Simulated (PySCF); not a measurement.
Species: F2O2S.
Atom-mapped SMILES: `[O:1]=[S:2](=[O:3])([F:4])[F:5]`

Method: core-valence-separated Tamm–Dancoff BHandHLYP/aug-pcX-1 (def2-SVPD on S) in PySCF, non-relativistic, gas phase, PBE0-D3(BJ)/def2-SVP geometry. The energies are unshifted.

Task: What does the F 1s absorption edge look like?

Result: 
```csv
E (eV),f,core hole on,main final orbital
684.44,0.0862,F4/F5,"LUMO (2 roots, f summed)"
688.44,0.0227,F4/F5,"LUMO+1 (2 roots, f summed)"
688.98,0.0110,F4/F5,"LUMO (2 roots, f summed)"
689.99,0.0054,F4/F5,"LUMO+2 (2 roots, f summed)"
690.28,0.0252,F4/F5,"LUMO+3 (2 roots, f summed)"
```

The first line with a tenth or more of the strongest one's intensity is at 684.44 eV (f = 0.086, sum of 2), with the hole on F4/F5 (sulfur-bound fluorine). It is also the strongest listed.

Task: List the oxygen K-edge absorption lines.

Result: 
| E (eV) | f | core hole on | main final orbital |
| --- | --- | --- | --- |
| 532.18 | 0.0786 | O1/O3 | LUMO (2 roots, f summed) |
| 532.97 | 0.0649 | O1/O3 | LUMO+1 (2 roots, f summed) |
| 534.52 | 0.0581 | O1/O3 | LUMO+2 (2 roots, f summed) |
| 536.04 | 0.0212 | O1/O3 | spread (2 roots, f summed) |
| 537.10 | 0.0029 | O1/O3 | LUMO+4 (2 roots, f summed) |

The first line with a tenth or more of the strongest one's intensity is at 532.18 eV (f = 0.079, sum of 2), with the hole on O1/O3 (sulfonyl oxygen). It is also the strongest listed.

Roots within 0.03 eV whose holes lie on the same, on equivalent or on shared atoms are summed into one line, and the highest roots are left out, as the search may have cut off their partners. Final orbitals are the ground state's empty Kohn–Sham orbitals.

Task: What is the summed oscillator strength of the listed F K lines, and their intensity-weighted mean energy?

Result: Σf = 0.150 over 5 lines from 684.44 to 690.28 eV; the weighted mean is 686.55 eV. The strongest line holds 57 % of the sum.

Only the lowest roots of each edge were sought.

Hardware: one thread, Arm Neoverse V1 (aarch64), shared host. Cost: 6.3 s of wall time, 0.59 GiB resident at most.
